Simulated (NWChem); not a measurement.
# Total energies of HLi

```
Li
H 1 1.5976
```
Charge 0, spin multiplicity 1.

The numbers come from NWChem runs, not from measurements. Structure: optimised with PBE0/def2-SVP, a minimum by its harmonic frequencies.

Basis set: def2-SVP (14 functions).

```csv
method,total energy (Ha)
RHF,-7.97867
MP2,-8.00075
B2PLYP,-8.04835
PBE,-8.03788
B3LYP,-8.07948
BLYP,-8.06325
CCSD(T),-8.00791
```

Total energies of different functionals aren't comparable as a measure of quality: only differences taken within one method are. 

The correlated methods freeze no orbitals. B3LYP has NWChem's definition, with VWN1-RPA local correlation. The structure started from a generated list of species. Coupled-cluster values serve here as a point of comparison, not as the truth.
